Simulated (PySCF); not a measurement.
C4H8 (trans-2-butene), optimised at B3LYP/6-31G*:

```xyz
12

C     -1.9656     0.1447     0.1978
C     -0.4907     0.2077    -0.0828
C      0.4701    -0.2152     0.7432
C      1.9450    -0.1522     0.4626
H     -2.4916    -0.4537    -0.5589
H     -2.1693    -0.2976     1.1792
H     -2.4200     1.1449     0.1765
H     -0.2027     0.6372    -1.0447
H      0.1821    -0.6447     1.7051
H      2.4710     0.4462     1.2193
H      2.3994    -1.1524     0.4840
H      2.1487     0.2901    -0.5188
```

Method: PySCF energies (xtb for GFN2) plus ideal-gas RRHO corrections (1 bar). 6-31G* has spherical d functions here. All species are closed-shell singlets. B3LYP is the form with VWN-RPA correlation.

Q: List the harmonic frequencies (cm⁻¹, unscaled) at this level and at the other levels, each on its own geometry.

A: 
- B3LYP/6-31G*: 180, 234, 245, 282, 502, 755, 884, 999, 1011, 1076, 1083, 1086, 1180, 1346, 1346, 1442, 1444, 1511, 1511, 1520, 1528, 1763, 3028, 3029, 3073, 3073, 3110, 3112, 3133, 3140
- GFN2-xTB: 144, 183, 244, 279, 500, 709, 920, 988, 1007, 1016, 1061, 1124, 1150, 1282, 1297, 1402, 1406, 1481, 1481, 1487, 1492, 1750, 2993, 2994, 3009, 3009, 3036, 3038, 3045, 3057
- HF/6-31G*: 184, 236, 264, 304, 535, 836, 941, 1072, 1109, 1149, 1179, 1186, 1270, 1455, 1457, 1567, 1569, 1627, 1627, 1637, 1643, 1916, 3188, 3189, 3234, 3234, 3265, 3267, 3310, 3316
- PBE/def2-SVP: 176, 229, 240, 273, 489, 728, 854, 944, 963, 1012, 1013, 1074, 1128, 1263, 1270, 1343, 1344, 1399, 1399, 1405, 1415, 1708, 2952, 2952, 3016, 3017, 3044, 3047, 3062, 3064
- PBE0/def2-TZVP: 180, 234, 248, 280, 503, 761, 882, 983, 1001, 1063, 1069, 1097, 1172, 1324, 1330, 1405, 1405, 1470, 1471, 1479, 1488, 1762, 3034, 3035, 3087, 3088, 3119, 3119, 3135, 3142
